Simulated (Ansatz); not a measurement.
Cost and result for the atomization energy of `CCC(=S)S` (11 atoms, 10 bonds).

```xyz
11

C     0.382    0.857    1.244
C    -0.519    0.044    0.340
C     0.132   -0.513   -0.899
S     1.708   -0.391   -1.260
S    -1.039   -1.323   -1.906
H    -0.184    1.211    2.108
H     0.790    1.722    0.719
H     1.225    0.263    1.599
H    -0.944   -0.807    0.888
H    -1.384    0.639    0.022
H    -0.167   -1.701   -2.855
```

Charge 0, multiplicity 1. The structure was optimised at the PBE0-D4/def2-TZVP level. It is one conformer, not always the lowest. Program: Ansatz. All runs use 4 threads of an Arm Neoverse V2 on a shared host. Times are those of one run each, without the atoms' runs, and a repeat can differ threefold. Electronic energies, without spin–orbit coupling; frozen cores. CCSD(T)/CBS adds CCSD(T) − MP2 in def2-TZVPP to the MP2 limit, and its time is that of the two runs behind it. T1 = 0.015; the RHF reference is unstable towards UHF.

CCSD(T)/CBS is a level of theory with its own doubt, some kJ/mol a heavy atom from the limit and from the frozen cores, so smaller differences don't rank the functionals.

```
                          level  functions  wall time  atomization (kcal/mol)  difference from CCSD(T)/CBS  per bond
         LDA (SPW92)/def2-TZVPP        261      1.1 s                  1143.0                        156.0      15.6
             BLYP-D4/def2-TZVPP        261      1.9 s                   987.5                          0.5       0.0
PBE-D4/def2-TZVPP (with forces)        261      2.2 s                  1017.3                         30.3       3.0
             PBE0-D4/def2-TZVPP        261      2.7 s                   997.9                         10.9       1.1
        CAM-B3LYP-D4/def2-TZVPP        261      3.1 s                   986.9                         -0.1       0.0
               CCSD(T)/def2-SVP        108      3.9 s                   937.4                        -49.6      -5.0
              B2PLYP/def2-TZVPP        261        5 s                   976.1                        -10.9      -1.1
            PBE-QIDH/def2-TZVPP        261      5.5 s                   986.5                         -0.5      -0.1
             ωB97X-V/def2-TZVPP        261        7 s                   990.0                          3.0       0.3
              B97M-V/def2-TZVPP        261        8 s                   996.4                          9.4       0.9
                 MP2/def2-QZVPP        491       21 s                   993.4                          6.4       0.6
             CCSD(T)/def2-TZVPP        261      2 min                   960.9                        -26.1      -2.6
              CCSD(T)/CBS(def2)          –    2.4 min                   987.0                          0.0       0.0
```

At CCSD(T), def2-SVP lies −49.6 kcal/mol from the extrapolated value and def2-TZVPP −26.1 kcal/mol: correlation converges slowly with the basis, and small sets miss more of it in the bonded molecule than in its fragments. From PBE to PBE0 (25 % exact exchange), in def2-TZVPP and without D4, the atomization energy moves by −18.4 kcal/mol: exact exchange takes away binding that semilocal exchange gives to molecules. The D4 term adds +10.7 kcal/mol with B3LYP and +5.6 kcal/mol with PBE0; it sums over pairs of atoms, weighted by their polarisabilities, and B3LYP, whose exchange is more repulsive, gets the larger term.

B3LYP here is the variant with VWN-RPA as its local correlation; programs differ in this.
